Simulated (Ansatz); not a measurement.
Basis-set extrapolation for `Cc1ccc[nH]1` (PBE0-D4/def2-TZVP geometry, frozen core, Ansatz). Multiplicity 1, RHF reference.

|  | def2-TZVPP | def2-QZVPP |
| --- | --- | --- |
| HF | -247.945138 | -247.956316 |
| MP2 correlation | -1.019537 | -1.085218 |
| CCSD(T) correlation | -1.097293 | not run |

Energies in hartree. Use E(X) = E(∞) + A·exp(−7.88·√X) for Hartree–Fock and E(X) = E(∞) + B·X^(−2.97) for correlation, with X = 3 and 4, and add CCSD(T) minus MP2 of the smaller set to the MP2 limit.

Problem. What is the CCSD(T) energy at the basis-set limit?

Solution. HF limit: -247.956316 + (-0.011178) × 0.13774 = -247.95786. MP2 limit: -1.085218 + (-0.065681) × 0.74074 = -1.13387. Higher-order term: -1.097293 − (-1.019537) = -0.07776. Total: -249.16949 hartree, 79.7 kcal/mol below CCSD(T)/def2-TZVPP.
